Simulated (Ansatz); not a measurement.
Compare A (`CC1C=C1F`) with its isomer B (`C=C/C=C\F`).

Computed with Ansatz on PBE0-D4/def2-TZVP structures; ΔE is electronic, products minus reactants. CCSD(T)/CBS is the MP2 limit (def2-TZVPP, def2-QZVPP) plus CCSD(T) − MP2 in def2-TZVPP, frozen cores. DFT in def2-TZVPP. Each species was taken in one conformer, which may not be the lowest.

Task: Which isomer does CCSD(T)/CBS put lower? Give the gap. (Estimate.)

Result: The calculation gave: B, by 162.4 kJ/mol.

Task: Give E(B) − E(A) in kJ/mol with CCSD/def2-TZVPP, r2SCAN-D4, MP2/def2-TZVPP, ωB97M-V, B2PLYP, HF/def2-TZVPP, CCSD(T)/def2-TZVPP. (Estimate.)

Result: The calculation gave: CCSD/def2-TZVPP -162.2, r2SCAN-D4 -159.9, MP2/def2-TZVPP -149.3, ωB97M-V -154.1, B2PLYP -166.1, HF/def2-TZVPP -182.9, CCSD(T)/def2-TZVPP -162.1. None reverses the order clearly.

Largest T1 diagnostic: 0.012.

In def2-TZVPP, CCSD(T) changes the Hartree–Fock value by +20.8 kJ/mol (the triples alone add +0.1 kJ/mol) and MP2 by +33.6 kJ/mol.
